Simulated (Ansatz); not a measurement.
# C2F4: the cost of one run

Program: Ansatz 0.2.0. Level of theory: the levels named in each step. These are calculated values, not measurements.

## (1) The system as given

Bond lengths: F1–C2 1.320 Å, C2–F3 1.320 Å, C2–C4 1.329 Å, C4–F5 1.320 Å, C4–F6 1.320 Å. Angles: F1–C2–F3 112.2°, F1–C2–C4 123.9°, F3–C2–C4 123.9°, C2–C4–F5 123.9°, C2–C4–F6 123.9°, F5–C4–F6 112.2°.

Structure file:

```xyz
6

F    -1.3609   -0.0065    1.1450
C    -0.6635   -0.0246    0.0240
F    -1.4366   -0.0972   -1.0438
C     0.6635    0.0246   -0.0240
F     1.3609    0.0063   -1.1450
F     1.4366    0.0974    1.0438
```

## (2) A rough first relaxation, PBE-D4/def2-SVP

This run stands in another session on the same molecule. It ended at:

```xyz
6

F    -1.3567   -0.0057    1.1579
C    -0.6714   -0.0249    0.0243
F    -1.4334   -0.0977   -1.0570
C     0.6714    0.0249   -0.0243
F     1.3567    0.0057   -1.1579
F     1.4334    0.0977    1.0570
```

## (3) Relaxation, PBE0-D4/def2-TZVPP

This run stands in another session on the same molecule. It ended at:

```xyz
6

F    -1.3410   -0.0057    1.1428
C    -0.6591   -0.0244    0.0238
F    -1.4166   -0.0965   -1.0431
C     0.6591    0.0244   -0.0238
F     1.3410    0.0057   -1.1428
F     1.4166    0.0965    1.0431
```

## (4) Frequencies, PBE0-D4/def2-TZVPP

input.yaml

```yaml
crystal:
  periodic: [false, false, false]
  atoms:
    - { symbol: F, position_ang: [-1.34096086, -0.0056811, 1.14275392] }
    - { symbol: C, position_ang: [-0.659074, -0.0244197, 0.02382767] }
    - { symbol: F, position_ang: [-1.41662163, -0.09652626, -1.04305529] }
    - { symbol: C, position_ang: [0.65907354, 0.02442788, -0.02382888] }
    - { symbol: F, position_ang: [1.34096205, 0.00566213, -1.14275347] }
    - { symbol: F, position_ang: [1.41662092, 0.09650703, 1.04305605] }
basis:
  gaussian: { orbitals: def2-TZVPP }
hamiltonian:
  xc: pbe0
  dispersion: d4
phonons: {}
```

The run is started by

```console
ansatz run input.yaml --threads 4 --pin off --max-ram 10240MiB --backend cpu --events-out ev --progress --plain --runs-dir out
```

**Question.** How long does this run take on 4 threads of Intel Xeon Platinum 8259CL at 2.50GHz (Skylake/Cascade Lake), shared host, and how much memory does it need?

About 70 s, with a peak of 0.42 GiB.
